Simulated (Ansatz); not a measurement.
The input, for Ansatz 0.2.0:

```yaml
crystal:
  periodic: [false, false, false]
  atoms:
    - {symbol: Al, position_ang: [0.000000, 0.000000, -1.200958]}
    - {symbol: Al, position_ang: [0.000000, 0.000000, 1.344142]}
    - {symbol: H, position_ang: [0.000000, 1.418400, -1.916458]}
    - {symbol: H, position_ang: [0.000000, -1.418400, -1.916458]}
basis:
  gaussian: {orbitals: "6-31++G**", point_charges: [{charge: 0.50, position_ang: [4.712, 0.619, 0.236]}]}
magnetization: {spin_polarized: false, initial_magnetization: 2}
hamiltonian: {pseudopotentials: {relativity: none}}
correlation: {active_space: {ras: {orbitals: [3, 2, 43], electrons: 8, max_holes: 2, max_particles: 2}, fixed_orbitals: true}}
```

```sh
$ ansatz run in.yaml --threads 1 --pin off --events-out ev --progress --plain --max-ram 2393MiB
```

Output:

```
476 factors; integrals over basis functions are off by at most 1.1e-3 eV
mean field evaluation 1: about -13193.6364 eV, gradient 8.4e0 eV
mean field evaluation 2: about -13193.6590 eV, gradient 8.5e0 eV
mean field evaluation 4: about -13194.8124 eV, gradient 1.3e0 eV
mean field evaluation 8: about -13194.9247 eV, gradient 3.0e-1 eV
mean field evaluation 16: about -13193.6715 eV, gradient 4.1e0 eV
mean field evaluation 32: about -13194.4601 eV, gradient 7.0e-1 eV
mean field -13194.93524410 eV, -484.9049263724 hartree, gradient 6.1e-6 eV, S^2 2.000000; 4 other end points of the search recorded, 0 dependent functions left out
reference -13194.93524410 eV, -484.9049263724 hartree; 15, 13 occupied and 43, 45 virtual orbitals, 476 factors
state -13198.17206022 eV, -485.0238771709 hartree
Total energy: -13198.17206022 eV, -485.0238771709 hartree
```

Ran on 1 thread of Intel Xeon 6975P-C, shared host: 1.8 s wall, 0.16 GiB peak host memory.
